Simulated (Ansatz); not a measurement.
```xyz
18

C     0.5085    1.9791    1.5900
C     0.6101    0.5746    1.1010
C    -0.1696   -0.0533    0.2195
C    -1.3485    0.5700   -0.4610
C     0.1089   -1.4829   -0.1530
C     0.4843   -1.6767   -1.6187
H     0.3950    2.0056    2.6788
H    -0.3276    2.5255    1.1540
H     1.4232    2.5360    1.3605
H     1.4321    0.0001    1.5255
H    -2.2312   -0.0696   -0.3549
H    -1.1717    0.6814   -1.5354
H    -1.5974    1.5532   -0.0650
H    -0.7798   -2.0891    0.0667
H     0.9129   -1.8667    0.4812
H     0.7072   -2.7258   -1.8269
H     1.3679   -1.0862   -1.8738
H    -0.3241   -1.3752   -2.2884
```

The species carries charge 0 and has multiplicity 1.

**Question.** List the CAM-B3LYP/def2-TZVPP orbital energies in eV (Ansatz). (An estimate is asked.)

**Answer.** Computed: Occupied: -278.67, -278.56, -278.45, -278.45, -278.39, -278.37, -24.55, -22.69, -21.59, -20.16, -18.49, -15.90, -14.76, -14.20, -13.39, -12.88, -12.80, -12.51, -12.02, -11.66, -11.32, -10.80, -10.38, -7.91. Lowest empty: 1.84, 2.11, 2.71, 2.98, 3.23, 3.77, 3.83, 4.22.
